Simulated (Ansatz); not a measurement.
A made-up structure of BSiNH$_{4}$, closed shell:

```
7
angstrom
B 0.0035 0.2356 -0.8480
N -0.9913 -0.5131 -0.2596
Si 0.4929 0.0622 0.8296
H -1.8652 -0.9464 -0.5579
H 0.2403 0.6620 -1.8895
H 0.5462 1.3290 1.6034
H 1.7462 -0.7058 1.0431
```

It is relaxed with PBE-D4/def2-SVP and then PBE0-D4/def2-TZVP (Ansatz 0.2.0). Atoms count as bonded within 1.22 times the sum of their covalent radii (H–H: 0.88 Å). The end point is not checked to be a true minimum.

(1) Does its bonding change? (A judgement: the text doesn't fix the answer.)

Results:

(1) By the calculation: No: no bond forms or breaks.

Where it ends: The first stage lowers the energy by 1.41 eV in 7 steps. It ends as BSiNH₄ ([BH]1[NH][SiH2]1):
```xyz
7
angstrom
B 0.0492 0.3353 -1.1121
N -0.7350 -0.3709 -0.2273
Si 0.6392 0.1794 0.7175
H -1.6060 -0.8790 -0.2475
H 0.0020 0.6243 -2.2630
H 0.3116 1.1347 1.8069
H 1.5117 -0.9002 1.2466
```

Labels in which every atom is bracketed show which atoms are joined, not bond orders.

For scale, one of the runs: PBE0-D4/def2-TZVP relaxation, 123 basis functions, launched by `ansatz run in.yaml --threads 2 --pin off --events-out ev --progress --plain --max-ram 4352MiB`. The run took about 14 s on 2 CPU threads of an Arm Neoverse V1 (shared host).
